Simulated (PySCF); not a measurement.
# Argon: a sound run and one with changed settings

Sound run: Ar [Ar], Ar⁺ [Ne] 3s2 3p5. Calculation: PySCF 2.14, in def2-TZVP (5s5p2d1f, 37 functions); the non-relativistic Hamiltonian (point nucleus). In the sound run the correlated levels freeze [Ne]. The sound run starts from symmetry-adapted Hartree-Fock orbitals and uses a fine grid where one is needed.

Changed run: scalar relativity by spin-free X2C-1e. This setting is unsound on purpose.

| species | method | sound run (hartree) | changed run (hartree) | converged |
| --- | --- | --- | --- | --- |
| Ar | UHF | -526.80276 | -528.39730 | yes |
| Ar | B3LYP | -527.54996 | -529.15001 | yes |
| Ar | PBE | -527.32793 | -528.92871 | yes |
| Ar | MP2 | -527.00599 | -528.60060 | yes |
| Ar | CCSD(T) | -527.03182 | -528.62633 | yes |
| Ar⁺ | UHF | -526.26721 | -527.86222 | yes |
| Ar⁺ | B3LYP | -526.96995 | -528.57042 | yes |
| Ar⁺ | PBE | -526.75119 | -528.35244 | yes |
| Ar⁺ | MP2 | -526.42970 | -528.02469 | yes |
| Ar⁺ | CCSD(T) | -526.46080 | -528.05565 | yes |

Ionisation energy of Ar:

```csv
method,sound run (eV),changed run (eV)
UHF,14.573,14.560
B3LYP,15.783,15.771
PBE,15.694,15.681
MP2,15.682,15.671
SCS-MP2,15.578,15.567
CCSD,15.498,15.488
CCSD(T),15.538,15.529
```

Most of the change in total energy is the relativistic energy itself. On top of that the contraction fixes the core shape for the Hamiltonian it was made with, so the changed run is not a good calculation with the other Hamiltonian either.

For comparison, NIST gives 15.760 eV between the lowest levels.
